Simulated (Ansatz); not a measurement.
C4H5FO (`OC(F)C1C=C1`), relaxed with RKS PBE0-D4/def2-TZVP in the Gaussian-basis code of Ansatz from a PBE-D4/def2-SVP geometry. The force threshold is 0.005 eV/Å; the program also tests the step.

Charge 0, multiplicity 1.

Start:

```xyz
11

O    -1.059    0.919    1.587
C    -0.367    1.028    0.393
F    -1.254    1.106   -0.686
C     0.573   -0.147    0.152
C     0.092   -1.379   -0.586
C     0.927   -0.609   -1.236
H    -1.377   -0.003    1.649
H     0.178    1.998    0.437
H     1.311   -0.248    0.978
H    -0.533   -2.276   -0.551
H     1.509   -0.390   -2.136
```

**Question.** By how much does the energy fall, and how many steps does the optimiser take? (Estimate.)

**Answer.** Ansatz gave: 5.99 kJ/mol, in 5 steps.

**Question.** Which bonds change most? (Best estimate.)

**Answer.** The calculation gave: C5–C6 from 1.308 to 1.287 Å; C2–H8 from 1.114 to 1.094 Å; C4–H9 from 1.112 to 1.093 Å; C6–H11 from 1.094 to 1.076 Å.

**Question.** Give the relaxed structure. (Best estimate.)

**Answer.** The calculation gave: 
```xyz
11

O    -1.053    0.913    1.573
C    -0.362    1.019    0.387
F    -1.250    1.112   -0.670
C     0.566   -0.150    0.148
C     0.101   -1.370   -0.588
C     0.920   -0.609   -1.225
H    -1.378    0.010    1.653
H     0.177    1.970    0.429
H     1.293   -0.248    0.957
H    -0.510   -2.255   -0.555
H     1.494   -0.392   -2.109
```
